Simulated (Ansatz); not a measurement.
# H2O2 (hydrogen peroxide): a chain of runs

Wanted: the energy (singlet H2O2, B97M-V/def2-SV(P)), then the energy (doublet OH, UB97M-V/def2-SV(P)), then a single-point energy (doublet OH, UB97M-V/def2-SV(P)), then the energy (doublet OH, UB97M-V/def2-SV(P)), then a single-point energy (doublet OH, UB97M-V/def2-SV(P)) of H2O2 and its partners. 

The calculation is run with Ansatz 0.2.0.

**1. The structure to begin with**

The species is H2O2 (4 atoms), meant as a singlet with charge 0. As SMILES, `OO`. The coordinates come from a PBE0-D4/def2-TZVP relaxation.

Bond lengths: O1–O2 1.426 Å, O1–H3 0.965 Å, O2–H4 0.965 Å. Angles: O1–O2–H4 101.1°, O2–O1–H3 101.1°.

**2. A single-point energy at B97M-V/def2-SV(P) (run 1)**

The input, in.yaml:

```yaml
basis:
  gaussian:
    orbitals: def2-SV_P_.json
crystal:
  periodic: [false, false, false]
  atoms:
    - symbol: O
      position_ang: [-0.486800, -0.581100, 0.030600]
    - symbol: O
      position_ang: [0.048300, 0.728400, 0.206900]
    - symbol: H
      position_ang: [0.186400, -1.117000, 0.467400]
    - symbol: H
      position_ang: [0.252100, 0.969800, -0.704900]
hamiltonian:
  xc: {name: B97M-V}
```

The basis set def2-SV(P) is read from a file made from the Basis Set Exchange's data (not shown).

On the command line:

```bash
$ ansatz run in.yaml --threads 1 --pin off --max-ram 2610MiB --events-out events.jsonl --progress --plain --runs-dir runs
```

Log:

```text
Warning: RAYON_NUM_THREADS=1 ignored (pool sized by the plan → 1); use --threads N
Functional definition: B97M-V
  name "B97M-V"
  parameter cx00 = 1.000
  parameter cx01 = 1.308
  parameter cx02 = 1.901
  parameter cx10 = 0.416
  parameter cx11 = 3.070
  parameter css00 = 1.000
  parameter css02 = -1.855
  parameter css10 = -5.668
  parameter css32 = -20.497
  parameter css42 = -20.364
  parameter cos00 = 1.000
  parameter cos01 = 1.573
  parameter cos03 = -6.298
  parameter cos10 = 2.535
  parameter cos32 = -6.427
  parameter b = 6.0
  parameter c = 0.01
  gx(w, u) = cx00 + cx01*u + cx02*u^2 + (cx10 + cx11*u)*w
  gss(w, u) = css00 + css02*u^2 + css10*w + (css32*w^3 + css42*w^4)*u^2
  gos(w, u) = cos00 + cos01*u + cos03*u^3 + cos10*w + cos32*w^3*u^2
  exchange = spin_sum(e_x_unif_s*gx(b97_w, b97_u_x))
  correlation = spin_sum(e_c_pw_mod_same_spin*gss(b97_w, b97_u_same))
      + integral(e_c_pw_mod_opposite_spin*gos(b97_w_opposite, b97_u_opposite)) + vv10(b, c)
386 factors; their error is unknown
mean field evaluation 1: about -4116.3147 eV, gradient 3.4e1 eV
mean field evaluation 2: about -4115.5545 eV, gradient 4.0e1 eV
mean field evaluation 4: about -4118.4458 eV, gradient 2.0e-1 eV
mean field evaluation 8: about -4118.4277 eV, gradient 5.3e-2 eV
mean field -4118.42772409 eV, -151.3494272897 hartree, gradient 7.7e-5 eV, S^2 0.000000; 0 other end points of the search recorded, 0 dependent functions left out
reference -4118.42774787 eV, -151.3494281637 hartree; 9, 9 occupied and 23, 23 virtual orbitals, 386 factors
Total energy: -4118.42774787 eV, -151.3494281637 hartree
```

Wall time 1.4 s (1 thread of Intel Xeon Platinum 8259CL at 2.50GHz (Skylake/Cascade Lake), shared host); peak memory 0.11 GiB.

**3. OH: the energy at UB97M-V/def2-SV(P) (run 2)**

The input, run.yaml:

```yaml
basis:
  gaussian: {orbitals: def2-SV_P_.json}
crystal:
  periodic: [false, false, false]
  atoms:
    - symbol: O
      position_ang: [0.048300, 0.728400, 0.206900]
    - symbol: H
      position_ang: [0.252100, 0.969800, -0.704900]
hamiltonian: {xc: {name: B97M-V}}
magnetization: {spin_polarized: true, initial_magnetization: 1}
```

The basis set def2-SV(P) is read from a file made from the Basis Set Exchange's data (not shown).

On the command line:

```bash
$ ansatz run run.yaml --threads 1 --pin off --max-ram 2610MiB --events-out events.jsonl --progress --plain --runs-dir runs
```

Log:

```text
Warning: RAYON_NUM_THREADS=1 ignored (pool sized by the plan → 1); use --threads N
Functional definition: B97M-V
  name "B97M-V"
  parameter cx00 = 1.000
  parameter cx01 = 1.308
  parameter cx02 = 1.901
  parameter cx10 = 0.416
  parameter cx11 = 3.070
  parameter css00 = 1.000
  parameter css02 = -1.855
  parameter css10 = -5.668
  parameter css32 = -20.497
  parameter css42 = -20.364
  parameter cos00 = 1.000
  parameter cos01 = 1.573
  parameter cos03 = -6.298
  parameter cos10 = 2.535
  parameter cos32 = -6.427
  parameter b = 6.0
  parameter c = 0.01
  gx(w, u) = cx00 + cx01*u + cx02*u^2 + (cx10 + cx11*u)*w
  gss(w, u) = css00 + css02*u^2 + css10*w + (css32*w^3 + css42*w^4)*u^2
  gos(w, u) = cos00 + cos01*u + cos03*u^3 + cos10*w + cos32*w^3*u^2
  exchange = spin_sum(e_x_unif_s*gx(b97_w, b97_u_x))
  correlation = spin_sum(e_c_pw_mod_same_spin*gss(b97_w, b97_u_same))
      + integral(e_c_pw_mod_opposite_spin*gos(b97_w_opposite, b97_u_opposite)) + vv10(b, c)
158 factors; integrals over basis functions are off by at most 6.6e-4 eV
mean field evaluation 1: about -2056.9384 eV, gradient 1.7e1 eV
mean field evaluation 2: about -2056.6054 eV, gradient 1.9e1 eV
mean field evaluation 4: about -2058.0171 eV, gradient 4.4e-2 eV
mean field evaluation 8: about -2058.0159 eV, gradient 5.5e-4 eV
mean field -2058.01594358 eV, -75.6306909533 hartree, gradient 3.5e-5 eV, S^2 0.752909; 0 other end points of the search recorded, 0 dependent functions left out
reference -2058.01596041 eV, -75.6306915716 hartree; 5, 4 occupied and 11, 12 virtual orbitals, 158 factors
Total energy: -2058.01596041 eV, -75.6306915716 hartree
```

Run time: 0.73 s. Hardware: 1 thread of Intel Xeon Platinum 8259CL at 2.50GHz (Skylake/Cascade Lake), shared host; peak memory 0.11 GiB.

**4. OH among ghost functions: a single-point energy at UB97M-V/def2-SV(P) (with ghost functions) (run 3)**

The input, input.yaml:

```yaml
crystal:
  periodic: [false, false, false]
  atoms:
    - {symbol: O, position_ang: [0.048300, 0.728400, 0.206900]}
    - {symbol: H, position_ang: [0.252100, 0.969800, -0.704900]}
basis:
  gaussian:
    orbitals: def2-SV_P_.json
    ghost_atoms: [{symbol: O, position_ang: [-0.486800, -0.581100, 0.030600]}, {symbol: H, position_ang: [0.186400, -1.117000, 0.467400]}]
magnetization: {spin_polarized: true, initial_magnetization: 1}
hamiltonian: {xc: {name: B97M-V}}
```

The basis set def2-SV(P) is read from a file made from the Basis Set Exchange's data (not shown).

On the command line:

```bash
$ ansatz run input.yaml --threads 1 --pin off --max-ram 2610MiB --events-out events.jsonl --progress --plain --runs-dir runs
```

Log:

```text
Warning: RAYON_NUM_THREADS=1 ignored (pool sized by the plan → 1); use --threads N
Functional definition: B97M-V
  name "B97M-V"
  parameter cx00 = 1.000
  parameter cx01 = 1.308
  parameter cx02 = 1.901
  parameter cx10 = 0.416
  parameter cx11 = 3.070
  parameter css00 = 1.000
  parameter css02 = -1.855
  parameter css10 = -5.668
  parameter css32 = -20.497
  parameter css42 = -20.364
  parameter cos00 = 1.000
  parameter cos01 = 1.573
  parameter cos03 = -6.298
  parameter cos10 = 2.535
  parameter cos32 = -6.427
  parameter b = 6.0
  parameter c = 0.01
  gx(w, u) = cx00 + cx01*u + cx02*u^2 + (cx10 + cx11*u)*w
  gss(w, u) = css00 + css02*u^2 + css10*w + (css32*w^3 + css42*w^4)*u^2
  gos(w, u) = cos00 + cos01*u + cos03*u^3 + cos10*w + cos32*w^3*u^2
  exchange = spin_sum(e_x_unif_s*gx(b97_w, b97_u_x))
  correlation = spin_sum(e_c_pw_mod_same_spin*gss(b97_w, b97_u_same))
      + integral(e_c_pw_mod_opposite_spin*gos(b97_w_opposite, b97_u_opposite)) + vv10(b, c)
341 factors; their error is unknown
mean field evaluation 1: about -2057.0483 eV, gradient 1.7e1 eV
mean field evaluation 2: about -2056.5406 eV, gradient 2.1e1 eV
mean field evaluation 4: about -2058.1227 eV, gradient 5.2e-2 eV
mean field evaluation 8: about -2058.1153 eV, gradient 9.4e-3 eV
mean field evaluation 16: about -2058.1154 eV, gradient 2.4e-5 eV
mean field evaluation 32: about -2058.1124 eV, gradient 4.6e-2 eV
mean field -2058.11542076 eV, -75.6343466721 hartree, gradient 5.1e-6 eV, S^2 0.753274; 2 other end points of the search recorded, 0 dependent functions left out
reference -2058.11544519 eV, -75.6343475699 hartree; 5, 4 occupied and 27, 28 virtual orbitals, 341 factors
Total energy: -2058.11544519 eV, -75.6343475699 hartree
```

Run time: 5.1 s. Hardware: 1 thread of Intel Xeon Platinum 8259CL at 2.50GHz (Skylake/Cascade Lake), shared host; peak memory 0.16 GiB.

**5. OH: the energy at UB97M-V/def2-SV(P) (run 4)**

The input, input.yaml:

```yaml
crystal:
  periodic: [false, false, false]
  atoms:
    - symbol: O
      position_ang: [-0.486800, -0.581100, 0.030600]
    - symbol: H
      position_ang: [0.186400, -1.117000, 0.467400]
basis:
  gaussian: {orbitals: def2-SV_P_.json}
magnetization: {spin_polarized: true, initial_magnetization: 1}
hamiltonian: {xc: {name: B97M-V}}
```

The basis set def2-SV(P) is read from a file made from the Basis Set Exchange's data (not shown).

On the command line:

```bash
$ ansatz run input.yaml --threads 1 --pin off --max-ram 2610MiB --events-out events.jsonl --progress --plain --runs-dir runs
```

Log:

```text
Warning: RAYON_NUM_THREADS=1 ignored (pool sized by the plan → 1); use --threads N
Functional definition: B97M-V
  name "B97M-V"
  parameter cx00 = 1.000
  parameter cx01 = 1.308
  parameter cx02 = 1.901
  parameter cx10 = 0.416
  parameter cx11 = 3.070
  parameter css00 = 1.000
  parameter css02 = -1.855
  parameter css10 = -5.668
  parameter css32 = -20.497
  parameter css42 = -20.364
  parameter cos00 = 1.000
  parameter cos01 = 1.573
  parameter cos03 = -6.298
  parameter cos10 = 2.535
  parameter cos32 = -6.427
  parameter b = 6.0
  parameter c = 0.01
  gx(w, u) = cx00 + cx01*u + cx02*u^2 + (cx10 + cx11*u)*w
  gss(w, u) = css00 + css02*u^2 + css10*w + (css32*w^3 + css42*w^4)*u^2
  gos(w, u) = cos00 + cos01*u + cos03*u^3 + cos10*w + cos32*w^3*u^2
  exchange = spin_sum(e_x_unif_s*gx(b97_w, b97_u_x))
  correlation = spin_sum(e_c_pw_mod_same_spin*gss(b97_w, b97_u_same))
      + integral(e_c_pw_mod_opposite_spin*gos(b97_w_opposite, b97_u_opposite)) + vv10(b, c)
158 factors; integrals over basis functions are off by at most 6.6e-4 eV
mean field evaluation 1: about -2056.9384 eV, gradient 1.7e1 eV
mean field evaluation 2: about -2056.6054 eV, gradient 1.9e1 eV
mean field evaluation 4: about -2058.0171 eV, gradient 4.4e-2 eV
mean field evaluation 8: about -2058.0159 eV, gradient 5.5e-4 eV
mean field -2058.01594115 eV, -75.6306908638 hartree, gradient 3.5e-5 eV, S^2 0.752909; 0 other end points of the search recorded, 0 dependent functions left out
reference -2058.01595797 eV, -75.6306914822 hartree; 5, 4 occupied and 11, 12 virtual orbitals, 158 factors
Total energy: -2058.01595797 eV, -75.6306914822 hartree
```

Run time: 0.72 s. Hardware: 1 thread of Intel Xeon Platinum 8259CL at 2.50GHz (Skylake/Cascade Lake), shared host; peak memory 0.11 GiB.

**6. OH among ghost functions: a single-point energy at UB97M-V/def2-SV(P) (with ghost functions) (run 5)**

The input, input.yaml:

```yaml
crystal:
  periodic: [false, false, false]
  atoms:
    - {symbol: O, position_ang: [-0.486800, -0.581100, 0.030600]}
    - {symbol: H, position_ang: [0.186400, -1.117000, 0.467400]}
basis:
  gaussian:
    orbitals: def2-SV_P_.json
    ghost_atoms: [{symbol: O, position_ang: [0.048300, 0.728400, 0.206900]}, {symbol: H, position_ang: [0.252100, 0.969800, -0.704900]}]
magnetization: {spin_polarized: true, initial_magnetization: 1}
hamiltonian: {xc: {name: B97M-V}}
```

The basis set def2-SV(P) is read from a file made from the Basis Set Exchange's data (not shown).

On the command line:

```bash
$ ansatz run input.yaml --threads 1 --pin off --max-ram 2610MiB --events-out events.jsonl --progress --plain --runs-dir runs
```

Log:

```text
Warning: RAYON_NUM_THREADS=1 ignored (pool sized by the plan → 1); use --threads N
Functional definition: B97M-V
  name "B97M-V"
  parameter cx00 = 1.000
  parameter cx01 = 1.308
  parameter cx02 = 1.901
  parameter cx10 = 0.416
  parameter cx11 = 3.070
  parameter css00 = 1.000
  parameter css02 = -1.855
  parameter css10 = -5.668
  parameter css32 = -20.497
  parameter css42 = -20.364
  parameter cos00 = 1.000
  parameter cos01 = 1.573
  parameter cos03 = -6.298
  parameter cos10 = 2.535
  parameter cos32 = -6.427
  parameter b = 6.0
  parameter c = 0.01
  gx(w, u) = cx00 + cx01*u + cx02*u^2 + (cx10 + cx11*u)*w
  gss(w, u) = css00 + css02*u^2 + css10*w + (css32*w^3 + css42*w^4)*u^2
  gos(w, u) = cos00 + cos01*u + cos03*u^3 + cos10*w + cos32*w^3*u^2
  exchange = spin_sum(e_x_unif_s*gx(b97_w, b97_u_x))
  correlation = spin_sum(e_c_pw_mod_same_spin*gss(b97_w, b97_u_same))
      + integral(e_c_pw_mod_opposite_spin*gos(b97_w_opposite, b97_u_opposite)) + vv10(b, c)
341 factors; their error is unknown
mean field evaluation 1: about -2057.0482 eV, gradient 1.7e1 eV
mean field evaluation 2: about -2056.5403 eV, gradient 2.1e1 eV
mean field evaluation 4: about -2058.1228 eV, gradient 5.2e-2 eV
mean field evaluation 8: about -2058.1153 eV, gradient 8.5e-3 eV
mean field evaluation 16: about -2058.1154 eV, gradient 1.5e-5 eV
mean field evaluation 32: about -2058.1128 eV, gradient 3.8e-2 eV
mean field -2058.11541754 eV, -75.6343465540 hartree, gradient 9.3e-6 eV, S^2 0.753273; 2 other end points of the search recorded, 0 dependent functions left out
reference -2058.11544198 eV, -75.6343474518 hartree; 5, 4 occupied and 27, 28 virtual orbitals, 341 factors
Total energy: -2058.11544198 eV, -75.6343474518 hartree
```

Wall time 5.1 s (1 thread of Intel Xeon Platinum 8259CL at 2.50GHz (Skylake/Cascade Lake), shared host); peak memory 0.16 GiB.

**7. What came out**

```
                                                                                                            quantity          value
                                                                              run 1, B97M-V/def2-SV(P): total energy  -151.34943 Eh
                                                                                             OH, run 2: total energy   -75.63069 Eh
                                                                                                     OH, run 2: ⟨S²⟩          0.753
                                                                       OH among ghost functions, run 3: total energy   -75.63435 Eh
                                                                               OH among ghost functions, run 3: ⟨S²⟩          0.753
                                                                                             OH, run 4: total energy   -75.63069 Eh
                                                                                                     OH, run 4: ⟨S²⟩          0.753
                                                                       OH among ghost functions, run 5: total energy   -75.63435 Eh
                                                                               OH among ghost functions, run 5: ⟨S²⟩          0.753
              interaction energy of the rigid parts OH and OH (parts in their own basis; closest atoms 1.43 Å apart)      -2.396 eV
interaction energy of the rigid parts OH and OH (parts in the whole basis, counterpoise; closest atoms 1.43 Å apart)      -2.197 eV
```

In words: The interaction energy of the rigid parts OH and OH (parts in their own basis; closest atoms 1.43 Å apart) is −2.40 eV (−231 kJ/mol): the parts attract. Without counterpoise this holds the superposition error of the basis. The interaction energy of the rigid parts OH and OH (parts in the whole basis, counterpoise; closest atoms 1.43 Å apart) is −2.20 eV (−51 kcal/mol): the parts attract. The basis-set superposition error is 19.2 kJ/mol.
